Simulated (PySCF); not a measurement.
## Exercise with solution: oscillator strength and radiative lifetime

dichloromethane (CH2Cl2), SMILES ClCCl.

Geometry optimised at PBE0-D3(BJ)/def2-TZVP.

PySCF with TDDFT-LC-ωPBE/def2-SVPD puts the first singlet state with f over 0.02 at 9.01 eV (vertical), with the transition dipole (0.000, -0.470, 0.000) in atomic units.

Q: Find the oscillator strength, the wavelength and the radiative lifetime that this transition would have in vacuum if emission retraced absorption.

A: 
|μ|² = 0.2209 au, so |μ| = 1.19 D. ΔE = 9.01/27.211 = 0.3311 hartree. f = (2/3) ΔE |μ|² = 0.049 (the program prints 0.049).
λ = 1239.84/9.01 = 138 nm; ν = 72671 cm⁻¹.
Einstein's coefficient A = 0.6670 ν² f s⁻¹ (ν in cm⁻¹) = 1.7e8 s⁻¹, so τ = 1/A = 5.8 ns. This state is S6; the lower singlets have f = 0.000, 0.013, 0.000, 0.004, 0.000. The figure is the radiative limit of this one transition; relaxation, internal conversion, crossing to triplets and a medium change what is measured.
